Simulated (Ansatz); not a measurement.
We consider corundum Cr2O3, described by revPBE (plane waves, PAW; Ansatz, a program for electronic structure).

Numerical settings: plane-wave cutoff 520 eV, 8×8×8 k mesh, Fermi–Dirac smearing 0.01 eV, spin-polarised with opposed moments, scalar-relativistic PAW data made under PBE.

Response to compression and expansion:

Shape and atoms are relaxed at each volume.

```csv
V (Å³/atom),P (GPa),direct gap at Γ (eV),smallest gap on the k mesh (eV),c (Å)
9.542,8.65,1.896,1.672,13.726
9.740,4.11,1.896,1.659,13.793
9.939,0.00,1.880,1.641,13.868
10.138,-3.71,1.857,1.621,13.943
10.337,-7.03,1.831,1.599,14.018
```

The fundamental gap (1.63 eV at the equilibrium volume, with added k points) lies elsewhere than Γ–Γ.

Measured, for comparison: band gap 3.3 ± 0.1 eV (temperature not stated, no zero-point or thermal correction, middle of the range; as tabulated in Medasani et al. (2019), arXiv:1904.04625).

Note: without U or exact exchange, gaps and moments of open d shells tend to come out too small; the bulk modulus comes from volumes at which shape and atoms were relaxed.
